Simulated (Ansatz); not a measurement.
Two shapes of doublet C2H5.

Shape 1:

```xyz
7

C     0.0000    0.0158   -0.6902
C     0.0000   -0.0421    0.7904
H     0.9337    0.0148    1.3558
H    -0.9337    0.0148    1.3558
H     0.0000    1.0601   -1.0660
H     0.8914   -0.4658   -1.1233
H    -0.8914   -0.4658   -1.1233
```

Shape 2:

```xyz
7

C     0.0355   -0.0153   -0.7069
C    -0.0163    0.0051    0.7894
H     0.9405   -0.0341    1.3640
H    -0.9763    0.0036    1.3795
H     0.0082    1.0112   -1.0730
H     0.8502   -0.4669   -1.1516
H    -0.9280   -0.4725   -1.0899
```

Basis set: cc-pVDZ (spherical functions). Frozen core: 2 orbitals. Charge 0, multiplicity 2.

Computed with Ansatz (development build ahead of 0.2.0); each method stands on the lowest determinant of its kind that the runs found.

(1) Which shape is lower in energy, and by how much in each method?

## Answers

(1)

```csv
method,E(2) − E(1) (eV)
UHF,0.204
UHF-MP2,0.199
```

Shape 1 is lower.
